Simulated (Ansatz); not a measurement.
The same path of C3H5S (9 atoms, charge 1, multiplicity 1) was run twice with different band settings. The coordinate that changes most is the dihedral C1–C2–S4–H9.

All numbers below come from RHF/cc-pVDZ (Ansatz).

Relaxed end points:

```xyz
9
Properties=species:S:1:pos:R:3
C -0.282 0.542 -1.138
C -0.163 -0.146 0.052
C 1.124 -0.465 0.437
S -1.598 -0.725 0.963
H 0.592 0.857 -1.698
H -1.254 0.782 -1.555
H 1.316 -1.058 1.324
H 1.982 -0.138 -0.140
H -1.717 0.350 1.755
```

```xyz
9
Properties=species:S:1:pos:R:3
C -0.272 0.592 -1.116
C -0.112 0.103 0.165
C 1.134 -0.415 0.460
S -1.388 0.277 1.416
H 0.520 0.510 -1.853
H -1.190 1.081 -1.423
H 1.380 -0.761 1.458
H 1.908 -0.483 -0.297
H -1.980 -0.904 1.190
```

Common settings: movable images 9; climbing image yes; optimiser quadratic models (default); start path through a guess of the saddle point; force threshold 0.05 eV/Å; end points relaxed.

| run | spring | iteration limit |
| --- | --- | --- |
| 1 | 5.0 eV/Å² | 58 |
| 2 | 0.5 eV/Å² | 60 |

Q: What does each run give, and how far can it be trusted?

A: Run 1: converged after 7 iterations, highest image 0.074 eV above the first end. A vibrational analysis at the climbing image gives one clearly imaginary mode, 150i cm⁻¹: a first-order saddle point.
Run 2: converged after 7 iterations, highest image 0.074 eV above the first end. Another band between the same ends (9 images) ends at a top of the same energy, where a vibrational analysis finds 1 clearly imaginary mode.
Limits of this set-up: the dipole of an ion depends on the origin.
